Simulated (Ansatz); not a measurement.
Reaction: CHN (formonitrile, SMILES C#N) → CN (SMILES [C]#N, doublet) + H (doublet) (the C-H bond breaks)
Each species at its own B3LYP-D3(BJ)/def2-TZVP minimum (Ansatz, an electronic-structure program).

Total energies in hartree (Ansatz). UHF or UKS for unpaired electrons; spin-orbit terms are left out. Cores are frozen in correlated methods. No relativity. Where a partner has so few electrons that a lower coupled-cluster level is exact, that level stands in. The UHF reference of CN ([C]#N, doublet) is spin-contaminated (<S^2> up to 0.37 over the pure value in the sets run).

| species | HF/cc-pVTZ | CCSD(T)/cc-pVTZ | HF/cc-pVQZ | CCSD(T)/cc-pVQZ | CCSDT(Q)/cc-pVQZ |
|---|---|---|---|---|---|
| 1: CHN (SMILES C#N) | -92.90894 | -93.27480 | -92.91529 | -93.30107 | -93.30243 |
| 2: CN (SMILES N#[C], doublet) | -92.23520 | -92.56541 | -92.24165 | -92.58980 | -92.59427 |
| 3: H (doublet) | -0.49981 | -0.49981 | -0.49995 | -0.49995 | -0.49995 |

Task: Work out the bond dissociation energy (electronic) in kcal/mol: take Hartree-Fock from cc-pVQZ, extrapolate the CCSD(T) correlation energy as X^-3 (X = 3, 4), and add CCSDT(Q) - CCSD(T) in cc-pVQZ. 1 hartree = 627.51 kcal/mol.

Result: 
Species 1: correlation (64·(-0.38578) - 27·(-0.36586))/37 = -0.40032; step -0.00136; E1 = -92.91529 + (-0.40032) + (-0.00136) = -93.31697
Species 2: correlation (64·(-0.34815) - 27·(-0.33021))/37 = -0.36124; step -0.00447; E2 = -92.24165 + (-0.36124) + (-0.00447) = -92.60736
Species 3: correlation (64·(0.00000) - 27·(0.00000))/37 = 0.00000; step +0.00000; E3 = -0.49995 + (0.00000) + (+0.00000) = -0.49995
-1·E1 +1·E2 +1·E3 = 0.20966 hartree = 131.6 kcal/mol.
